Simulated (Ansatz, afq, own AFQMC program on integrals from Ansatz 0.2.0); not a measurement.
**Pd⁺, doublet: AFQMC among the cluster methods**

A free Pd cation.

Basis def2-TZVP with its core potentials. Noble-gas cores (and the filled d shells of Ga–Kr and In–Xe) are frozen. Integrals, coupled cluster, full CI and functionals: Ansatz 0.2.0; the random walks run on the same integrals in our own AFQMC program. The CISD trial takes its coefficients from CCSD amplitudes. Released means that phaseless walkers are propagated on without the constraint, phases kept. Uncertainties: one standard error, sampling alone. No spin–orbit coupling. The metal's outer-core s and p shells are frozen, which shifts wave-function levels against functionals.

Determinant: ROHF, the one that the program's search chose, which needn't be the lowest solution.

No full CI on the walks' own integrals is used here; CCSDT(Q) serves as the reference and is uncertain by about the last step of the cluster series.

Cautions: no spin-orbit coupling; outer-core shells of the metal frozen; CCSDT(Q) on the UHF determinant differs (57 meV lower), by its state or its frozen core.

```
T1 diagnostic                               : 0.0048
weight of the determinant in the CISD state : 0.957
size of the correlated space                : 9 electrons in 36 orbitals
```

```tsv
level	correlation energy (eV)
MP2	-5.6077
CCSD	-5.5345
CCSD(T)	-5.6106
```

Question: Estimate where phaseless AFQMC with a CISD trial lies against CCSD(T) on the same integrals.

Answer: 0.4 ± 0.2 kJ/mol below CCSD(T).

Reference: CCSDT(Q), correlation energy -5.620 eV. The released energy is read at 4.20 1/Eh (meV from the phaseless value at times in 1/Eh: -3.9 ± 1.1 at 0.60, -7.2 ± 2.2 at 1.20, -7.0 ± 1.9 at 2.00, -1 ± 7 at 3.00, -6 ± 3 at 4.20).

```csv
level,E − E(reference) (kJ/mol),share of correlation (%)
CCSD(T),0.9,99.84
CCSDT,0.5,99.90
ph-AFQMC/CISD,0.5 ± 0.2,99.91
released AFQMC,-0.1 ± 0.3,100.02
```

Released energies are given only where the last usable release times agree within the noise; a slower fall can still hide under it.
